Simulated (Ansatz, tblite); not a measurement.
**The cluster SiTe₂: a ladder of methods and basis sets**

Aim: run the singlet of the cluster SiTe₂ at one geometry on many levels, and compare frontier levels, spin and run time.

Computed with Ansatz 0.2.0, Gaussian basis. Level: as each input shows.

The runs, in order: GFN1-xTB, GFN2-xTB, PBE-D4/def2-TZVP, r2SCAN-D4/def2-TZVP, BLYP-D4/def2-TZVP, BHLYP-D4/def2-TZVP, LDA/def2-TZVP, CAM-B3LYP-D4/def2-TZVP, HF/def2-TZVP, PBE-D4/def2-SVP, PBE0-D4/def2-SVP, PBE0-D4/def2-TZVPD, PBE-D4/def2-TZVPD, r2SCAN-D4/def2-TZVPD, CCSD(T)/def2-TZVPP, MP2/def2-TZVP, RPA/def2-TZVP.

2 further runs of the same task are left out: 2 set aside as unsound or not needed.

## Step 1: The geometry

The singlet was relaxed beforehand with r2SCAN-D4/def2-TZVP. At that level it is the lowest of the isomers that a small search found.

3 atoms, charge 0, spin multiplicity 1.

Bond lengths: Si1–Te2 2.491 Å, Si1–Te3 2.491 Å, Te2–Te3 2.795 Å. Angles: Te2–Si1–Te3 68.2°, Si1–Te2–Te3 55.9°, Si1–Te3–Te2 55.9°.

Te takes a core potential in the def2 sets. No spin-orbit coupling is included.

PBE0-D4/def2-TZVP was run before; its log isn't repeated, and its numbers join the tables.

## Step 2: GFN1-xTB

Tight binding, by tblite at 300 K electronic temperature and without a spin-polarisation term:

```python
tblite.interface.Calculator('GFN1-xTB', numbers, positions, charge=0, uhf=0).singlepoint()
```

Energy -255.6410 eV, HOMO -8.96 eV, LUMO -6.84 eV; 0.002 s.

## Step 3: GFN2-xTB

Tight binding, by tblite at 300 K electronic temperature and without a spin-polarisation term:

```python
tblite.interface.Calculator('GFN2-xTB', numbers, positions, charge=0, uhf=0).singlepoint()
```

Energy -215.0202 eV, HOMO -7.71 eV, LUMO -6.16 eV; 0.003 s.

## Step 4: PBE-D4/def2-TZVP

start.molden holds the orbitals of an earlier run on this state, given as this run's starting guess.

The input, in.yaml:

```yaml
crystal:
  periodic: [false, false, false]
  atoms:
    - {symbol: Si, position_ang: [-0.509022, 1.246558, 0.278123]}
    - {symbol: Te, position_ang: [0.621909, -0.772256, 1.201054]}
    - {symbol: Te, position_ang: [-0.112886, -0.474303, -1.479177]}
basis:
  gaussian: {orbitals: def2-TZVP, initial_orbitals: start.molden}
hamiltonian: {xc: pbe, dispersion: d4}
scf: {omitted_lower_state_checks: [starts]}
output: {orbitals: {seedname: orbitals}}
```

On the command line:

```sh
$ ansatz run in.yaml --threads 4 --pin off --events-out ev --progress --plain --max-ram 3916MiB
```

The runs that follow: r2SCAN-D4/def2-TZVP; BLYP-D4/def2-TZVP; BHLYP-D4/def2-TZVP; LDA/def2-TZVP; CAM-B3LYP-D4/def2-TZVP; HF/def2-TZVP; PBE-D4/def2-SVP; PBE0-D4/def2-SVP; PBE0-D4/def2-TZVPD; PBE-D4/def2-TZVPD; r2SCAN-D4/def2-TZVPD; CCSD(T)/def2-TZVPP; MP2/def2-TZVP; RPA/def2-TZVP.

Q: Predict the results of all the runs planned. Wanted: gap in def2-TZVP, named functionals and Hartree-Fock, smallest and largest; correlation energy, CCSD(T)/def2-TZVPP; correlation energy, MP2/def2-TZVP; binding an atom, CCSD(T)/def2-TZVPP; PBE0 total energy, smallest basis above largest.

As calculated:

| quantity | value |
| --- | --- |
| gap in def2-TZVP, named functionals and Hartree-Fock, smallest and largest | 1.47 eV (LDA), 7.90 eV (HF) |
| correlation energy, CCSD(T)/def2-TZVPP | -27.29 eV |
| correlation energy, MP2/def2-TZVP | -27.64 eV |
| binding an atom, CCSD(T)/def2-TZVPP | 2.194 eV |
| PBE0 total energy, smallest basis above largest | 3.35 eV (def2-SVP, def2-TZVPD) |

In words: Over the named functionals and Hartree-Fock in def2-TZVP the gap runs from 1.47 eV (LDA) to 7.90 eV (HF); exact exchange widens it. The functionals in def2-TZVP miss CCSD(T)/def2-TZVPP by -0.047 (BHLYP-D4) to +0.776 eV (LDA) an atom. CCSD(T)/def2-TZVPP isn't at the basis-set limit; small misses against it rank nothing.
